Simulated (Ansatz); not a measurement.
Input and output for F$_{2}$H$_{2}$Si, SMILES `F[SiH2]F`.

```yaml
crystal:
  periodic: [false, false, false]
  atoms:
    - {symbol: F, position_ang: [-1.069589, 0.523735, 0.971905]}
    - {symbol: Si, position_ang: [0.004779, -0.015268, -0.062200]}
    - {symbol: F, position_ang: [1.257379, -0.535404, 0.759150]}
    - {symbol: H, position_ang: [-0.580194, -1.153333, -0.794711]}
    - {symbol: H, position_ang: [0.437426, 1.106671, -0.915443]}
basis:
  gaussian: {orbitals: STO-3G, nuclear_model: gaussian}
total_charge: -1
magnetization: {spin_polarized: true, initial_magnetization: 1}
hamiltonian: {xc: {name: PBE0}, dispersion: d4}
accuracy: high
output: {forces: true}
```

```sh
$ ansatz run in.yaml --threads 4 --pin off --events-out ev --progress --plain --max-ram 10444MiB
```

It prints (some lines left out):

```
Functional definition: PBE0
387 factors; integrals over basis functions are off by at most 3.8e-8 eV
mean field evaluation 1: about -13153.3022 eV, gradient 1.2e1 eV
mean field evaluation 2: about -13153.9247 eV, gradient 1.0e1 eV
mean field evaluation 4: about -13155.0308 eV, gradient 5.2e-1 eV
mean field evaluation 8: about -13155.0734 eV, gradient 1.8e-2 eV
mean field evaluation 16: about -13155.0734 eV, gradient 6.8e-8 eV
mean field -13155.07336883 eV, -483.4400294755 hartree, gradient 2.8e-8 eV, S^2 0.754218; 0 other end points of the search recorded, 0 dependent functions left out
reference -13155.07336996 eV, -483.4400295172 hartree; 18, 17 occupied and 3, 4 virtual orbitals, 387 factors
Total energy: -13155.13861220 eV, -483.4424271251 hartree
Atom 0 at    -1.069589     0.523735     0.971905 Å, force    -5.037854     2.526739     4.835629 eV/Å
Atom 1 at     0.004779    -0.015268    -0.062200 Å, force    -0.149155    -0.015789    -1.552748 eV/Å
Atom 2 at     1.257379    -0.535404     0.759150 Å, force     5.871051    -2.438538     3.838226 eV/Å
Atom 3 at    -0.580194    -1.153333    -0.794711 Å, force    -2.400968    -4.608860    -3.316276 eV/Å
Atom 4 at     0.437426     1.106671    -0.915443 Å, force     1.716924     4.536447    -3.804831 eV/Å
Dipole moment:     0.037632     0.003984     0.391765 e Å
```

It took 0.65 s on 4 threads of an Arm Neoverse V2 on a shared host, with 0.27 GiB of host memory at the peak.
